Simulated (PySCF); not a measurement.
Gas-phase reaction: BH2F + 2 B2H6 + B2O2 ⇌ BF(OH)2 + 6 BH2

Energies from PySCF (xtb for GFN2), thermal terms from the rigid-rotor harmonic-oscillator model, ideal gas at 1 bar. † marks an energy on the PBE0/def2-TZVP geometry and frequencies; other levels use their own. CCSD(T) freezes the core. 6-31G* has spherical d functions here. Open shells (unrestricted): BH2 (multiplicity 2); the rest are closed-shell singlets. GFN2 has no spin-polarisation term. B3LYP is the form with VWN-RPA correlation. BH2F, BF(OH)2: computed as isolated molecules; such fragments, hydroxides, amides, oligomers or adducts are transient or little studied in the gas. CCSD(T) isn't extrapolated to the basis-set limit. Warning, large T1 diagnostic: B2O2 (CCSD(T)/def2-TZVPP†).

| level | ΔH°(298 K), kJ |
|---|---|
| B3LYP/def2-TZVP† | 1528 |
| CCSD(T)/def2-TZVPP† | 1546 |
| GFN2-xTB | 1764 |
| HF/6-31G* | ? |
| M06-2X/def2-TZVP† | ? |
| PBE0/def2-QZVP† | 1552 |
| PBE0/def2-SVP† | ? |
| ωB97M-V/def2-TZVP† | ? |
| ωB97X-V/def2-TZVP† | 1580 |

Q: What belongs in the gaps?

A: 
- HF/6-31G*, ΔH°(298 K), kJ: 1088
- M06-2X/def2-TZVP†, ΔH°(298 K), kJ: 1528
- PBE0/def2-SVP†, ΔH°(298 K), kJ: 1585
- ωB97M-V/def2-TZVP†, ΔH°(298 K), kJ: 1609
